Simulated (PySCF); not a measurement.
## Dipole moment and polarisability of trifluoromethoxymethane

Species: trifluoromethoxymethane, C₂H₃F₃O.
Cartesian coordinates in Å at the GFN2-xTB level; atoms count from 1:
```
atom  x, y, z in Å
C1    -1.176    0.040   -0.231
O2     0.032    0.796   -0.067
C3     1.089    0.091    0.280
F4     1.420   -0.865   -0.611
F5     2.141    0.886    0.407
F6     0.945   -0.563    1.450
H7    -1.453   -0.445    0.707
H8    -1.056   -0.705   -1.019
H9    -1.927    0.772   -0.513
```

Level: CAM-B3LYP/def2-SVPD (PySCF), static field, nuclei fixed, core orbitals frozen in the response. The polarisability tensor in these axes (au):

```
x   37.67  0.34  1.46
y    0.34 31.34  0.04
z    1.46  0.04 31.39
```

Task: Give the principal values, the mean and the anisotropy Δα = √{½[(α1 − α2)² + (α2 − α3)² + (α1 − α3)²]}.

Result: Principal values 31.06, 31.33 and 38.01 au; mean 33.47 au = 4.96 Å³ = 5.52 × 10⁻⁴⁰ C²·m²/J; Δα = 6.82 au (20 % of the mean).

Task: What is the dipole moment, and where does it point?

Result: (-2.69, -0.37, -0.56) D, 2.77 D in size, pointing from the negative to the positive side. Measured along this direction, the outermost atoms are F5 at the negative end and H9 at the positive end.

Task: What depolarisation ratio follows for Rayleigh scattering of linearly polarised light, taking the static tensor?

Result: ρ = 3Δα²/(45ᾱ² + 4Δα²) = 139.7/(50403 + 186.3) = 0.00276.

Task: Find the Langevin capture rate constant for H3+ (3.023 u) meeting this molecule (100.014 u), k = 2.342 × 10⁻⁹ cm³/s × √(α in Å³ / reduced mass in u).

Result: The reduced mass is 2.93 u, so k = 3.04 × 10⁻⁹ cm³/s. The formula leaves out the permanent dipole, which adds to the capture rate.

Task: What are the principal values of the traceless quadrupole moment, Θ = ½Σq(3rr − r²1), about the centre of nuclear charge?

Result: -3.41, -2.20, 5.61 D·Å. The values depend on the origin, since the dipole doesn't vanish. The electronic extent ⟨r²⟩ about the same centre is 471 bohr², a root-mean-square distance of 1.62 Å for the 50 electrons.

Task: Orientational against electronic polarisability at 250 K (dilute gas, rigid molecules)?

Result: In Gaussian units μ²/3kT = 74.35 Å³ against 4.96 Å³, a ratio of 14.99; the Debye molar polarisation (4π/3)N_A(α + μ²/3kT) is 200.1 cm³/mol, leaving out the vibrational part.

Task: Sum over states: ᾱ = Σ f/ω², ω in Eh. What share falls to these 8 lowest TDDFT singlets (eV, f)? 9.23, 0.0064; 9.69, 0.0174; 10.43, 0.0128; 10.69, 0.0067; 10.77, 0.0575; 10.92, 0.0341; 11.22, 0.0343; 11.42, 0.0052.

Result: They add up to 1.13 au, 3.4 % of the 33.47 au; the largest single term is 0.37 au, from the state at 10.77 eV. Terms in order: 0.06, 0.14, 0.09, 0.04, 0.37, 0.21, 0.20, 0.03 au. Higher excitations give the rest. The strengths listed sum to 0.175.

Isolated species at its GFN2-xTB geometry, gas phase.
